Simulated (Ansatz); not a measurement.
Born–Oppenheimer molecular dynamics of AlClH₃N (6 atoms, charge 0, multiplicity 1). It starts from a relaxed structure.

Theory: RKS B3LYP-D4/STO-3G in Ansatz.

```
ensemble             : NVT, Langevin thermostat
time step            : 0.25 fs
steps asked          : 250
set temperature      : 300 K
friction             : 0.005 /fs
temperature schedule : 62 steps to 300 K, then 188 steps to 600 K
seed                 : 385633
```

First frame:

```xyz
6
Properties=species:S:1:pos:R:3
Al 0.026 0.053 -0.054
Cl 0.074 -0.621 1.923
N 1.544 0.023 -0.858
H 2.441 -0.293 -0.443
H 1.707 0.320 -1.839
H -1.237 0.518 -0.690
```

**Question.** What does the run give?

**Answer.** The run went to its last step.

```yaml
steps_done: 250
time_covered: 62.5 fs
mean_temperature_over_the_second_half: 137 K
spread_of_the_potential_energy_over_the_second_half: 3.2 meV per atom
mean_potential_energy_of_the_second_half_above_the_start: 10.3 meV per atom
```

The schedule's set-point averaged 500 K over the second half and the system 137 K, so it lags behind the ramp. A run of 0.062 ps of so small a system gives no equilibrium averages. Limits of this set-up: minimal basis.

**Question.** What happens to the structure?

**Answer.** The same pairs are bonded in the first frame and the last. Pairs count as bonded within 1.25 times the sum of covalent radii (0.12 Å more for H–H). Another seed would give other details.

**Question.** How do temperature and energy run in time?

**Answer.** 
```
time (fs)  T (K)  potential energy less start (eV)
        0    250                             0.000
        5    130                             0.100
       10    137                             0.071
       15     59                             0.137
       20    126                             0.088
       25    102                             0.098
       30    110                             0.079
       35    142                             0.054
       40    150                             0.063
       45    168                             0.041
       50    116                             0.069
       55    147                             0.040
       60    100                             0.090
```

The run took 2.9 min on 1 thread of Arm Neoverse V2 (shared host), peak memory 0.08 GiB.
